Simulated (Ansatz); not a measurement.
in.yaml

```yaml
crystal:
  periodic: [false, false, false]
  atoms:
    - {symbol: Al, position_ang: [0.000000, -0.115297, 0.645226]}
    - {symbol: F, position_ang: [0.000000, 0.098231, -0.996846]}
    - {symbol: H, position_ang: [0.000000, 1.234843, 1.517246]}
basis:
  gaussian: {orbitals: 6-31G}
magnetization: {spin_polarized: true, initial_magnetization: 1}
hamiltonian: {xc: {name: PBE}}
correlation: {method: rpa, electrons: outside_noble_gas}
```

```sh
$ ansatz run in.yaml --threads 1 --pin off --events-out ev --progress --plain --max-ram 4096MiB --backend cpu
```

Log:

```
248 factors; integrals over basis functions are off by at most 2.4e-4 eV
mean field evaluation 1: about -9319.7532 eV, gradient 2.7e1 eV
mean field evaluation 2: about -9319.7499 eV, gradient 2.7e1 eV
mean field evaluation 4: about -9322.1967 eV, gradient 4.5e0 eV
mean field evaluation 8: about -9322.4489 eV, gradient 1.5e-1 eV
mean field evaluation 16: about -9322.4490 eV, gradient 8.0e-6 eV
mean field evaluation 32: about -9291.3914 eV, gradient 3.6e1 eV
mean field -9322.44896989 eV, -342.5936806607 hartree, gradient 8.0e-6 eV, S^2 0.751930; 2 other end points of the search recorded, 0 dependent functions left out
6 core orbitals not correlated: weight in the atoms' cores, before any rotation towards them, 1.000 or more for the frozen orbitals, at most 0.000 for the correlated occupied ones
reference -9303.14511159 eV, -341.8842769526 hartree; 6, 5 occupied and 12, 13 virtual orbitals, 248 factors
Total energy: -9309.79382518 eV, -342.1286126705 hartree
```

Ran on 1 thread of AMD EPYC 7R13, shared host: 0.78 s wall, 0.12 GiB peak host memory.
